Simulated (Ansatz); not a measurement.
# H₃O (doublet): the correlation ladder at distance O1–H3 along a hydrogen transfer = 0.960 Å, 6-31G

How much of the correlation energy of H₃O (doublet) does each wave-function method recover here?

Program: Ansatz 0.2.0, Gaussian basis. Level of theory: 6-31G, core rule «outside noble gas», up to 1 orbitals frozen. These are calculated values, not measurements.

Plan: UHF; CCSD(T) on ROHF; CCSD(T) on UHF; BCCD(T) on ROHF; CISD; CCSDT(Q) on ROHF; CCSDT(Q) on UHF; CISDTQ; CCSDTQ on ROHF; CCSDTQ on UHF; CASSCF and MRCISD+Q, 3 electrons in 3 orbitals; CASSCF and NEVPT2, 3 electrons in 3 orbitals; CASSCF and MRCISD+Q, 9 electrons in 7 orbitals; CASSCF and NEVPT2, 9 electrons in 7 orbitals; Full CI.

8 further runs of the same task are left out: 1 for a mislabelled method, 7 that didn't finish.

## 1. What is computed

The geometry derives from fragments relaxed apart (PBE0/def2-TZVP) and kept rigid, so it is no stationary point. A hydrogen atom is moved between rigid fragments.

4 atoms, charge 0, spin multiplicity 2.

Atoms are counted from 1 here; the program's logs count them from 0.

Bond lengths: O1–H2 0.960 Å, O1–H3 0.960 Å. Angles: H2–O1–H3 105.1°.

Geometry (Å):

```xyz
4

O    -0.1399   -0.0491    0.0000
H    -0.3893    0.8775    0.0000
H     0.8196   -0.0491    0.0000
H     1.7911   -0.0491    0.0000
```

## 2. UHF

The input, in.yaml:

```yaml
crystal:
  periodic: [false, false, false]
  atoms:
    - {symbol: O, position_ang: [-0.139944, -0.049094, 0.000000]}
    - {symbol: H, position_ang: [-0.389254, 0.877481, 0.000000]}
    - {symbol: H, position_ang: [0.819585, -0.049094, 0.000000]}
    - {symbol: H, position_ang: [1.791056, -0.049094, 0.000000]}
basis:
  gaussian: {orbitals: 6-31G}
magnetization: {spin_polarized: true, initial_magnetization: 1}
hamiltonian: {xc: hf}
output: {orbitals: {seedname: orbitals}}
```

On the command line:

```bash
> ansatz run in.yaml --threads 1 --pin off --events-out ev --progress --plain --max-ram 2393MiB
```

Further steps of the session: CCSD(T) on ROHF; CCSD(T) on UHF; BCCD(T) on ROHF; CISD; CCSDT(Q) on ROHF; CCSDT(Q) on UHF; CISDTQ; CCSDTQ on ROHF; CCSDTQ on UHF; CASSCF and MRCISD+Q, 3 electrons in 3 orbitals; CASSCF and NEVPT2, 3 electrons in 3 orbitals; CASSCF and MRCISD+Q, 9 electrons in 7 orbitals; CASSCF and NEVPT2, 9 electrons in 7 orbitals; Full CI.

**Question.** What will the summary of the whole plan be? Wanted: FCI below the RHF energy; RMP2 from FCI; UMP2 from FCI; RCCSD from FCI; RCCSD(T) from FCI; UCCSD(T) from FCI; RCCSDT(Q) from FCI; UCCSDT(Q) from FCI; NEVPT2 pair from FCI.

**Answer**, as computed:

| quantity | value |
| --- | --- |
| FCI below the RHF energy | -3.9172 eV |
| RMP2 from FCI | +260.8 meV |
| UMP2 from FCI | +270.2 meV |
| RCCSD from FCI | +50.6 meV |
| RCCSD(T) from FCI | +16.6 meV |
| UCCSD(T) from FCI | +15.7 meV |
| RCCSDT(Q) from FCI | -0.5 meV |
| UCCSDT(Q) from FCI | -0.4 meV |
| NEVPT2 pair from FCI | +191.8 meV |
| NEVPT2 valence from FCI | +326.0 meV |
| MRCISD+Q valence from FCI | +26.9 meV |
| levels within 1 kcal/mol (43 meV) | RCCSD(T), UCCSD(T), BCCD(T), RCCSDT, UCCSDT, CISDTQ, RCCSDT(Q), UCCSDT(Q), RCCSDTQ, UCCSDTQ, MRCISD+Q valence |
| T1 diagnostic | 0.020 |
| effectively unpaired electrons | 1.02 |

What this shows: RCCSD(T) lands +16.6 meV from the yardstick (0.4 % of the correlation energy). One determinant dominates. Of the multireference levels listed MRCISD+Q valence comes nearest in total energy (+26.9 meV), which doesn't show that its space is the better one. These misses are within one basis, not against nature; the frozen cores of restricted and unrestricted runs differ, which can shift their rows.
